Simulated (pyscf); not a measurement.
One substitution at C on the doublet surface with elements of a group swapped. ωB97M-D3(BJ)/def2-TZVP, kcal/mol, from the separated reactants. Structures and frequencies: ωB97X-D3(BJ)/def2-SVP in PySCF.

| step | barrier | reaction energy | imaginary mode (i cm⁻¹) |
|---|---|---|---|
| CH₄ + [HO–Ga–OH]• -> H₃C–Ga(OH)–OH + H• | 51.6 | +32.1 | 1483 |
| CH₄ + [HO–In–OH]• → H₃C–In(OH)–OH + H• | ? | ? | 1383 |
| CH₄ + [HO–Al–OH]• → H₃C–Al(OH)–OH + H• | 46.5 | +22.7 | 1604 |

Fill in the missing entries.


- CH₄ + [HO–In–OH]• → H₃C–In(OH)–OH + H•, barrier: 58.8
- CH₄ + [HO–In–OH]• → H₃C–In(OH)–OH + H•, reaction energy: +46.1

Each row is the saddle that its search found. Elements up to Kr have no core potential and no relativistic terms here. Elements past Kr carry the def2 core potentials, without spin-orbit coupling.
